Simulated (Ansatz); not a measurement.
`NC(N)(F)SS`, relaxed with RKS PBE0-D4/def2-TZVP in Ansatz 0.2.0 from a PBE-D4/def2-SVP geometry. The force threshold is 0.005 eV/Å; the program also tests the step.

Charge 0, multiplicity 1.

Start:

```xyz
11

N    -1.514    0.825   -0.246
C    -0.216    0.299   -0.090
N     0.412    0.822    1.064
F     0.649    0.562   -1.165
S    -0.484   -1.603   -0.121
S     1.489   -2.229    0.060
H    -1.937    0.537   -1.135
H    -1.496    1.849   -0.177
H     1.353    0.415    1.154
H    -0.133    0.580    1.899
H     1.878   -2.057   -1.243
```

```csv
step,energy (eV),largest force (eV/Å),largest move (Å)
1,-28475.5425,0.727,0.000
2,-28475.6055,0.323,0.040
3,-28475.6126,0.176,0.048
4,-28475.6171,0.074,0.028
5,-28475.6175,0.035,0.004
6,-28475.6176,0.012,0.004
7,-28475.6176,0.012,0.002
8 (rejected),-28475.6176,0.014,0.006
9,-28475.6177,0.003,0.002
```

End:

```xyz
11

N    -1.503    0.812   -0.246
C    -0.209    0.291   -0.097
N     0.404    0.816    1.059
F     0.640    0.602   -1.154
S    -0.448   -1.561   -0.153
S     1.461   -2.218    0.056
H    -1.931    0.532   -1.117
H    -1.492    1.820   -0.157
H     1.344    0.449    1.151
H    -0.134    0.573    1.880
H     1.868   -2.117   -1.225
```

Hardware: 4 threads of an Intel Xeon 6975P-C on a shared host. Wall time 27 s, peak host memory 0.74 GiB.
